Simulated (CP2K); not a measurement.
**PM6 run of HCl (hydrogen chloride)**

Aim: the vertical ionisation energy of HCl (hydrogen chloride) at PM6, from 2 runs. 

Program for the calculation: CP2K 2026.2.

## (1) The structure to begin with

The species is HCl (2 atoms), meant as a singlet with charge 0. As SMILES, `Cl`. The shape is that of a PBE0-D4/def2-TZVP optimisation.

Bond lengths: Cl1–H2 1.279 Å.

## (2) A single-point energy at PM6

The input, run.inp:

```
&GLOBAL
  PROJECT_NAME run
  RUN_TYPE ENERGY
  PRINT_LEVEL MEDIUM
&END

&FORCE_EVAL
  METHOD Quickstep
  &DFT
    &QS
      METHOD PM6
      EPS_DEFAULT 1.0E-10
      &SE
        &COULOMB
          CUTOFF [angstrom] 50
          RC_RANGE [angstrom] 0
        &END
        &EXCHANGE
          CUTOFF [angstrom] 50
          RC_RANGE [angstrom] 0
        &END
      &END
    &END
    # isolated system
    &POISSON
      PERIODIC NONE
      POISSON_SOLVER ANALYTIC
    &END
    &SCF
      SCF_GUESS ATOMIC
      EPS_SCF 1.0E-07
      MAX_SCF 30
      &OT
        MINIMIZER CG
        PRECONDITIONER FULL_SINGLE_INVERSE
      &END
      &OUTER_SCF
        EPS_SCF 1.0E-07
        MAX_SCF 8
      &END
    &END
    &PRINT
      &MOMENTS
        PERIODIC F
        REFERENCE COM
        MAX_MOMENT 1
      &END
      &MO_CUBES
        NLUMO 3
        NHOMO -1
        WRITE_CUBE F
      &END
      &HIRSHFELD OFF
      &END
    &END
  &END
  &SUBSYS
    # box in angstrom
    &CELL
      ABC 17.1 16.4 16.6
      PERIODIC NONE
    &END
    &COORD
      UNIT bohr
      Cl     1.0317905    -0.3373161     0.5306351
      H     -1.0317905     0.3373161    -0.5306351
    &END
    &TOPOLOGY
      &CENTER_COORDINATES
      &END
    &END
  &END
&END
```

Launch:

```sh
$ OMP_NUM_THREADS=1 cp2k.psmp run.inp > run.out
```

Standard output, shortened:

```text
CP2K| version string:                                       CP2K version 2026.2
[...]
 GLOBAL| Method name                                                        CP2K
[...]
 GLOBAL| Run type                                                         ENERGY
[...]
                             - Atoms:                                          2
[...]
                             - Spherical basis functions:                     10
[...]
 Number of electrons:                                                          8
[...]
     1 OT CG       0.80E-01    0.0     0.52888299        -8.9804312182 -8.98E+00
[...]
    21 OT CG       0.65E-01    0.0     0.00000004        -9.8875630683 -1.42E-14
  *** SCF run converged in    21 steps ***
  Core-core repulsion energy [eV]:                             62.88976540896135
  Core Hamiltonian energy [eV]:                              -425.84350576122318
  Two-electron integral energy [eV]:                          187.79893259111242
  Electronic energy [eV]:                                    -331.94403946566700
  Total energy [eV]:                                         -269.05427405670559
  Atomic reference energy [eV]:                               267.67281566237074
  Heat of formation [kcal/mol]:                               -31.85718990437558
[...]
 SE_DIPOLE| Moment [Debye]          1.25461129      -0.41016136       0.64522866
 SE_DIPOLE| Derivative [a.u.]       0.00000000       0.00000000       0.00000000
 *** WARNING in qs_scf_post_se.F:140 :: Printing of MO cube files not ***
 *** implemented for Semi-Empirical method.                           ***
 ENERGY| Total FORCE_EVAL ( QS ) energy [hartree]             -9.887563068273714
[...]
```

Run time: 0.44 s. Hardware: 1 thread of Arm Neoverse V1, shared host.

## (3) The doublet cation at the same level

The input, gas.inp:

```
&FORCE_EVAL
  METHOD Quickstep
  &DFT
    CHARGE 1
    MULTIPLICITY 2
    UKS T
    &QS
      METHOD PM6
      EPS_DEFAULT 1.0E-10
      &SE
        &COULOMB
          CUTOFF [angstrom] 50
          RC_RANGE [angstrom] 0
        &END
        &EXCHANGE
          CUTOFF [angstrom] 50
          RC_RANGE [angstrom] 0
        &END
      &END
    &END
    &POISSON
      PERIODIC NONE
      POISSON_SOLVER ANALYTIC
    &END
    &SCF
      SCF_GUESS ATOMIC
      EPS_SCF 1.0E-07
      MAX_SCF 30
      &OT ON
        MINIMIZER CG
        PRECONDITIONER FULL_SINGLE_INVERSE
      &END
      &OUTER_SCF
        EPS_SCF 1.0E-07
        MAX_SCF 8
      &END
    &END
    &PRINT
      &MOMENTS
        PERIODIC F
        REFERENCE COM
        MAX_MOMENT 1
      &END
      &MO_CUBES
        NLUMO 3
        NHOMO -1
        WRITE_CUBE F
      &END
      &HIRSHFELD OFF
      &END
    &END
  &END
  &SUBSYS
    &CELL
      ABC [angstrom] 17.1 16.4 16.6
      PERIODIC NONE
    &END
    &COORD
      UNIT bohr
      Cl     1.0317905    -0.3373161     0.5306351
      H     -1.0317905     0.3373161    -0.5306351
    &END
    &TOPOLOGY
      &CENTER_COORDINATES
      &END
    &END
  &END
&END

&GLOBAL
  PROJECT gas
  RUN_TYPE ENERGY
  PRINT_LEVEL MEDIUM
&END
```

Launch:

```sh
$ OMP_NUM_THREADS=1 cp2k.psmp -i gas.inp -o gas.out
```

Standard output, shortened:

```text
CP2K| version string:                                       CP2K version 2026.2
[...]
 GLOBAL| Method name                                                        CP2K
[...]
 GLOBAL| Run type                                                         ENERGY
[...]
                             - Atoms:                                          2
[...]
                             - Spherical basis functions:                     10
[...]
 Number of electrons:                                                          4
[...]
     1 OT CG       0.80E-01    0.0     0.29817200        -8.5106038151 -8.51E+00
[...]
    27 OT CG       0.23E+00    0.0     0.00000007        -9.4618867102 -1.37E-13
  *** SCF run converged in    27 steps ***
  Core-core repulsion energy [eV]:                             62.88976540896135
  Core Hamiltonian energy [eV]:                              -370.99729833097109
  Two-electron integral energy [eV]:                          101.27300328673284
  Electronic energy [eV]:                                    -320.36079668760470
  Total energy [eV]:                                         -257.47103127864330
  Atomic reference energy [eV]:                               267.67281566237074
  Heat of formation [kcal/mol]:                               235.25875539117501
[...]
 SE_DIPOLE| Moment [Debye]          1.08698057      -0.35535867       0.55901832
 SE_DIPOLE| Derivative [a.u.]       0.00000000       0.00000000       0.00000000
 *** WARNING in qs_scf_post_se.F:140 :: Printing of MO cube files not ***
 *** implemented for Semi-Empirical method.                           ***
 ENERGY| Total FORCE_EVAL ( QS ) energy [hartree]             -9.461886710205235
[...]
```

Wall time 0.74 s (1 thread of Arm Neoverse V1, shared host).

## (4) Results

Level: PM6.

```
                                          quantity           value
                         singlet HCl: total energy     -9.88756 Eh
                        singlet HCl: dipole moment          1.47 D
                    singlet HCl: heat of formation  -31.9 kcal/mol
                      doublet cation: total energy     -9.46189 Eh
                 doublet cation: heat of formation  235.3 kcal/mol
vertical ionisation energy (to the doublet cation)       11.583 eV
```

**Reading.** Removing an electron at fixed nuclei costs 11.58 eV (267 kcal/mol).
